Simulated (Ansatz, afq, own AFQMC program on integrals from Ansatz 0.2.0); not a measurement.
AFQMC on a folder of integrals that Ansatz 0.2.0 wrote.

```yaml
crystal:
  periodic: [false, false, false]
  atoms:
    - {symbol: Si, position_ang: [-0.006223, 0.000000, 1.846742]}
    - {symbol: Ge, position_ang: [-0.001345, 0.000000, -0.813254]}
    - {symbol: H, position_ang: [1.461440, -0.000031, 2.150242]}
    - {symbol: H, position_ang: [-0.595517, 1.204279, 2.500535]}
    - {symbol: H, position_ang: [-0.595568, -1.204254, 2.500535]}
basis:
  gaussian: {orbitals: cc-pVDZ}
magnetization: {spin_polarized: true, initial_magnetization: 1}
correlation: {method: ccsd_t, electrons: outside_noble_gas, hamiltonian_folder: ham}
```

```sh
$ ansatz run in.yaml --threads 1 --pin off --events-out ev --progress --plain --max-ram 1382MiB
```

afq runs on the folder ham with

```
--method phaseless --trial cisd --walkers 60 --populations 1 --least-time 40 --time-step 0.005 --steps-per-block 50 --equilibration-blocks 28 --max-blocks 300 --target-error 0.0004 --factor-cut 1e-05 --start spin_pure --seed 4007 --release-times 0.24,0.51,0.99,1.62,2.4 --release-step 0.03 --release-every 4 --taylor-order 6
```

Times are imaginary, in 1/Eh. The walk had a cap of 1706 s. Filled inner d shells are frozen with the cores.

afq prints:

```
orbitals 41  electrons 6 5  factors 311 of 640
reference energy -2365.96109447 Eh
CCSD correlation -0.20169842 Eh in 15 cycles, weight of the determinant in the CISD state 0.8656
energy of the start -2366.162519 Eh
 block  time / (1/Eh)  mean weight  energy / Eh
     1     0.250  0.9993  -2366.159214
     2     0.500  0.9989  -2366.160208
     3     0.750  0.9996  -2366.161547
     4     1.000  1.0021  -2366.163617
     5     1.250  0.9980  -2366.163473
     7     1.750  0.9973  -2366.169759
     9     2.250  0.9998  -2366.167844
    11     2.750  0.9999  -2366.174128
    21     5.250  1.0019  -2366.168766
    31     7.750  0.9993  -2366.167861
    41    10.250  0.9995  -2366.171057
    51    12.750  0.9982  -2366.166988
    61    15.250  1.0019  -2366.169421
    71    17.750  1.0012  -2366.169331
    81    20.250  0.9994  -2366.164632
    86    21.500  0.9988  -2366.179205
    91    22.750  1.0001  -2366.164049
   101    25.250  1.0005  -2366.167701
   111    27.750  1.0014  -2366.168998
   121    30.250  0.9998  -2366.168722
   131    32.750  1.0001  -2366.164580
   141    35.250  0.9998  -2366.171295
   151    37.750  0.9994  -2366.166071
   161    40.250  1.0003  -2366.172665
   171    42.750  1.0007  -2366.163888
   181    45.250  0.9992  -2366.175422
   191    47.750  1.0004  -2366.169876
   201    50.250  0.9987  -2366.169022
   206    51.500  1.0004  -2366.166566
blocks merged  error / Eh  count
     1  0.000219  180
     2  0.000279  90
     4  0.000349  45
     8  0.000366  22
    16  0.000296  11
released: time / (1/Eh)  energy / Eh  error  mean overlap
  0.24  -2366.168891  0.000340  1.0051
  0.51  -2366.168987  0.000279  1.0075
  0.99  -2366.169158  0.000334  1.0132
  1.62  -2366.169756  0.000458  1.0022
  2.40  -2366.169035  0.000438  1.0167
energy -2366.168592 +/- 0.000366 Eh
(rows thinned)
```

The run passed its tests (sampling time, drift between the halves within three errors, error under three times the target), which doesn't prove that it has relaxed. The second half of the sampling lies above the first by 1.8 errors of their difference, so the energy may still be moving and its error bar be too small.

Against this walk (error 10.0 meV) on the same determinant: CCSD(T) 14.8 meV higher (within the noise). The error is statistical and leaves out the bias of the constraint. Released to 2.40 1/Eh the energy moves by -12 ± 16 meV (both errors), within twice the noise.

Cautions: constraint bias not in the error; no relativity below Rb; no spin-orbit coupling; inner d shell frozen.

The walk took 4.7 min on 1 thread of Arm Neoverse V2, on a shared host. The log's last line is the phaseless energy.

A walk keeps the symmetry of its determinant, which the program's search chose and which needn't be the lowest solution, so a lower state of the same spin and another symmetry isn't excluded.
